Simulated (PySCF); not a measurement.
C₅H₅N, SMILES C=C/C=C\C#N, singlet, GFN2-xTB optimised geometry.

```
11

C      2.16     0.57     0.00
C      0.82     0.60     0.00
C      0.02    -0.60     0.00
C     -1.33    -0.60     0.00
C     -2.10     0.58     0.00
N     -2.74     1.53     0.00
H      2.70    -0.36     0.00
H      2.74     1.48     0.00
H      0.29     1.54     0.00
H      0.55    -1.54     0.00
H     -1.89    -1.52     0.00
```

Density from PBE0/def2-TZVP (PySCF) at that geometry.

Minimum of the electron density along straight lines between bonded atoms, close to the bond critical point (lines longer than 1.1 times the sum of covalent radii, or with two minima, are not listed):

```csv
bond,length / Å,ρ at the minimum / e bohr⁻³,∇²ρ there / e bohr⁻⁵,position (fraction from the first atom)
C1–C2,1.331,0.354,-1.10,0.50
C2–C3,1.441,0.291,-0.84,0.49
C3–C4,1.344,0.344,-1.05,0.50
C4–C5,1.405,0.298,-0.89,0.46
C5–N6,1.148,0.499,…,0.35
C1–H7,1.078,0.288,-1.03,0.65
C1–H8,1.076,0.290,-1.05,0.65
C2–H9,1.082,0.288,-1.04,0.65
C3–H10,1.082,0.288,-1.04,0.65
C4–H11,1.082,0.286,-1.02,0.65
```

Fill in the missing entries.


- C5–N6, ∇²ρ there / e bohr⁻⁵: -0.08
